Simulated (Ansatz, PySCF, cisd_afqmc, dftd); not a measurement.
Species: N2, charge 0, singlet. N2 (molecular nitrogen, SMILES N#N).
B3LYP-D3(BJ)/def2-TZVP minimum from Ansatz (an electronic-structure program):
```
N
N 1 1.0909
```
Charge 0, spin multiplicity 1.

Wanted: enthalpy of formation at 298 K (by atomisation, with ideal-gas terms from PySCF's Hessian at B3LYP-D3(BJ)/def2-TZVP and the atoms' measured values of the G2/97 table; no spin-orbit terms), in kcal/mol. UHF or UKS for unpaired electrons; spin-orbit terms are left out. Correlated methods leave the cores frozen. Rows without X2C or -DK are non-relativistic. AFQMC is phaseless with a CISD trial state; ± is one standard error, without the phaseless bias. Outlying blocks are dropped, and bars are widened where a walk drifts. Over all cases where full CI ran beside it in this data, AFQMC minus full CI had a median of +0.1 mEh and passed +0.4 mEh in a tenth of the cases. CBS(X,Y): correlation extrapolated as X^-3, Hartree-Fock from the larger set (Q,5: extrapolated as (X+1)exp(-9√X)). A bracket is a step between two methods taken in the basis named. The functionals are non-relativistic, so their misses hold any scalar relativity. Double hybrids freeze cores in their MP2 part. 'core' is core correlation in cc-pwCVTZ, 'X2C' scalar relativity in cc-pVTZ-DK, both at CCSD(T).

Measured: 0.0 kcal/mol, 0.0 kJ/mol (Active Thermochemical Tables 1.112 (ions: stationary electron), as tabulated in the package chemicals).

| level | program | enthalpy of formation at 298 K (kcal/mol) | error against that value |
|---|---|---|---|
| PBE/def2-TZVPD | Ansatz | -14.8 | -14.8 |
| PBE0-D3(BJ)/def2-TZVPD | Ansatz + dftd3 | 3.0 | 3.0 |
| B2PLYP/def2-TZVPD | Ansatz | -0.3 | -0.3 |
| MP2/cc-pVQZ | Ansatz | -6.2 | -6.2 |
| MP2/CBS(cc-pVQZ,cc-pV5Z) | Ansatz | -11.5 | -11.5 |
| CCSD(T)/cc-pVTZ | Ansatz | 12.6 | 12.6 |
| CCSD(T)/cc-pV5Z | Ansatz | 3.8 | 3.8 |
| AFQMC/CISD/cc-pVTZ | cisd_afqmc | 12.3 ± 0.2 | 12.3 |
| CCSD(T)/CBS(cc-pVQZ,cc-pV5Z) + [AFQMC/CISD - CCSD(T)]/cc-pVTZ + core + X2C | Ansatz + cisd_afqmc | 0.5 ± 0.2 | 0.5 |
| CCSD(T)/CBS(cc-pVQZ,cc-pV5Z) + [CCSDT(Q) - CCSD(T)]/cc-pVTZ + core + X2C | Ansatz | 0.3 | 0.3 |
| CCSD(T)/CBS(cc-pVQZ,cc-pV5Z) + [CCSDT(Q) - CCSD(T)]/cc-pVQZ + [CCSDTQ - CCSDT(Q)]/cc-pVDZ + core + X2C | Ansatz | 0.5 | 0.5 |
